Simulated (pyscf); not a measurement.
`[CH3][InH2]` + `[OH][SiH3]` → `[CH3][InH][O][SiH3]` + `[H][H]` (four-centre exchange; singlet surface; H–In, H–O broken, In–O, H–H formed). Single points on ωB97X-D3(BJ)/def2-SVP structures (PySCF, gas phase). Energies in eV from the separated reactants.

```tsv
level	barrier	reaction energy
ωB97X-D3(BJ)/def2-TZVP	(withheld)	-0.59
PBE/def2-TZVP	(withheld)	(withheld)
r²SCAN/def2-TZVP	0.14	-0.57
PBE0-D3(BJ)/def2-TZVP	0.25	-0.46
ωB97M-D3(BJ)/def2-TZVP	0.39	-0.45
HF/def2-TZVP	0.95	-0.32
```

### Question
Some entries are withheld; supply them.

### Answer

- ωB97X-D3(BJ)/def2-TZVP, barrier: 0.26
- PBE/def2-TZVP, barrier: 0.19
- PBE/def2-TZVP, reaction energy: -0.48

The functionals in the table span 0.24 eV in this barrier, from r²SCAN to ωB97M-D3(BJ). On the reactant side the descent ends in an adduct with a In–O contact, 0.59 eV under the separated species and 0.84 eV under the saddle at ωB97X-D3(BJ)/def2-TZVP. What is counted as formed (In–O) is already present as a longer contact in the reactant adduct; forming that adduct is a step of its own. At the saddle there is also a short H–In contact that neither side keeps. This is the saddle that the search found; another between the same sides may lie lower. Elements past Kr carry the def2 core potentials, without spin-orbit coupling.
